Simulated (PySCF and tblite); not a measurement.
Results of a calculation; reference values are marked as such.
C4H9Cl, numbered as in [CH3:1][CH2:2][CH2:3][CH2:4][Cl:5].

Level: LC-wPBE-D3(BJ)/6-31+G*//GFN2-xTB, thermal terms from GFN2-xTB, symmetry numbers and mirror pairs counted. Conformers within 2.5 kcal/mol (GFN2-xTB free energy) were kept, 6 at most. Programs: PySCF with density fitting and tblite.

Torsions listed: C1–C2–C3–C4, C2–C3–C4–Cl5. Of a mirror pair one member is shown.

| conformer | shape | symmetry | E(GFN2) kcal/mol |
| --- | --- | --- | --- |
| 1 | -67°, -176° | C1 (pair) | 0.46 |
| 2 | 68°, 64° | C1 (pair) | 0.48 |
| 3 | -68°, 84° | C1 (pair) | 1.39 |
| 4 | 180°, 180° | Cs | 0.10 |
| 5 | -179°, -65° | C1 (pair) | 0.00 |

(1) Which of these conformers is the most populated at 298.15 K, and with what share?

(2) Give the DFT energies and free energies relative to the lowest, and all weights.

(3) How does its share change from 250 K to 350 K?

Results:

(1) Conformer 5, about 40 %. The lead over the next is within the error of the method.

(2) 
```
conformer        shape  E(DFT) kcal/mol  G(298.15 K) kcal/mol  weight %
        1  -67°, -176°             0.61                  0.59      14.6
        2     68°, 64°             0.35                  0.45      18.7
        3    -68°, 84°             2.21                  2.34       0.8
        4   180°, 180°             0.00                  0.24      26.2
        5  -179°, -65°             0.03                  0.00      39.7
```

(3) From 42 % to 38 %; the mixing entropy goes from 3.60 to 3.78 cal/(mol K).
